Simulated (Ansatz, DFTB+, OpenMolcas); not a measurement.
Loss of H2: C3H5 → C3H3 + H2

Species: C3H5 `C=[C]C`, doublet; C3H3 (propargyl radical) `[CH]=C=C`, doublet; H2 (hydrogen), singlet. 

Shapes, held fixed at every level: PBE0-D4/def2-TZVP. Programs: Ansatz 0.2.0, DFTB+ 25.1, OpenMolcas 26.06. A level may come from different programs for different species; with the same settings they agree closely. The zero-point and thermal change to 298 K, harmonic and unscaled (PBE0-D4/def2-TZVP), is -29.6 kJ/mol.

```tsv
level	kind	ΔH(298 K) (kJ/mol)
DFTB2-D4	semi-empirical	+240.5
PBE-D4/def2-TZVPP	GGA	+105.5
r2SCAN-D4/def2-TZVPP	meta-GGA	+105.0
B3LYP/6-31G* (spherical functions)	global hybrid	+105.8
B3LYP-D4/def2-TZVPP	global hybrid	+95.3
BHLYP-D4/def2-TZVPP	global hybrid	+109.5
PBE0-D4/def2-TZVPP	global hybrid	+118.9
wB97X-V/def2-TZVPP	range-separated hybrid	+113.3
B2PLYP/def2-TZVPP	double hybrid	+94.9
```

B2PLYP/def2-TZVPP gives ΔH(298 K) = +94.9 kJ/mol; the levels span +94.9 to +240.5. DFTB2-D4 strays far from the other rows. The median of the levels is +105.8. No measured value is set beside it here. Spin contamination: C3H5 (⟨S²⟩ up to 0.91), C3H3 (⟨S²⟩ up to 0.96). Open shells run unrestricted unless RO is named.
